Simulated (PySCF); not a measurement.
# Bond length, frequency and bond energy of PN⁺ by level of theory

State: ²Σ⁺ (doublet), unpaired electrons σ ↑. Set-up: P aug-pcseg-1, N aug-pcseg-1; no relativity (PySCF 2.14). De refers to P⁺ + N in their high-spin ground configurations, without counterpoise correction. The functionals are run spin-unrestricted. A positive dipole points towards N; it is taken about the centre of mass and depends on that origin. Levels whose curve was spin-contaminated or gave no clean fit are not listed.

```json
{"Level": "ROHF", "Re (Å)": "1.444", "ωe (cm⁻¹)": "1573", "De (eV)": "0.72", "μ (D)": "-1.81"}
{"Level": "ROHF-MP2", "Re (Å)": "1.530", "ωe (cm⁻¹)": "1127", "De (eV)": "4.21", "μ (D)": "n/a"}
{"Level": "ROHF-SCS-MP2", "Re (Å)": "1.523", "ωe (cm⁻¹)": "1165", "De (eV)": "4.10", "μ (D)": "n/a"}
{"Level": "ROHF-CCSD", "Re (Å)": "1.498", "ωe (cm⁻¹)": "1331", "De (eV)": "3.64", "μ (D)": "n/a"}
{"Level": "ROHF-CCSD(T)", "Re (Å)": "1.512", "ωe (cm⁻¹)": "1261", "De (eV)": "4.02", "μ (D)": "n/a"}
{"Level": "PBE", "Re (Å)": "1.502", "ωe (cm⁻¹)": "1309", "De (eV)": "5.20", "μ (D)": "-1.94"}
{"Level": "BP86", "Re (Å)": "1.503", "ωe (cm⁻¹)": "1303", "De (eV)": "5.23", "μ (D)": "-1.96"}
{"Level": "r²SCAN", "Re (Å)": "1.490", "ωe (cm⁻¹)": "1349", "De (eV)": "4.60", "μ (D)": "-1.82"}
{"Level": "PBE0", "Re (Å)": "1.484", "ωe (cm⁻¹)": "1375", "De (eV)": "4.42", "μ (D)": "-1.87"}
{"Level": "MN15", "Re (Å)": "1.476", "ωe (cm⁻¹)": "1407", "De (eV)": "4.46", "μ (D)": "-1.73"}
```

Q: Which functional lies closest to ROHF-CCSD(T) in De, which farthest, and by how much do they differ from it?

A: Closest is PBE0 (-2.8 pm in Re, +9.0 % in ωe, +0.40 eV in De against ROHF-CCSD(T) in the same basis), farthest BP86 (-0.9 pm in Re, +3.3 % in ωe, +1.21 eV in De). CCSD(T) converges more slowly with the basis than the functionals do and binds too weakly in this one, so the order can change at the basis-set limit.

Q: What does a quarter of exact exchange do here, going from PBE to PBE0?

A: PBE0 less PBE: -1.8 pm in Re, +5.0 % in ωe, -0.78 eV in De. Exact exchange removes part of the self-interaction that spreads semilocal densities, and in most molecules shortens and stiffens the bond and lowers De; so it does here.

Q: What does second-order correlation do here, going from ROHF to ROHF-MP2?

A: ROHF-MP2 less ROHF: +8.6 pm in Re, -28.4 % in ωe, +3.49 eV in De. Correlation nearly always deepens the well. The bond lengthens, as in strong covalent bonds, where excitations into antibonding orbitals dominate.

Correlated steps freeze 6 core orbitals. Correlated levels converge slowly with the basis: in double zeta they bind strong bonds too weakly, by up to about 1 eV, and carry superposition errors of some tenths. For an ion De counts to the pair picked by the measured ionisation energies or electron affinities, which need not be the lowest pair at this level. The CCSD T1 diagnostic is raised, a sign that a single reference may not be enough here. UHF is strongly spin-contaminated for PN⁺, so the ROHF reference used there is far from stable. The state is the lowest determinant that a PBE0 search found; another state may lie lower at other levels.
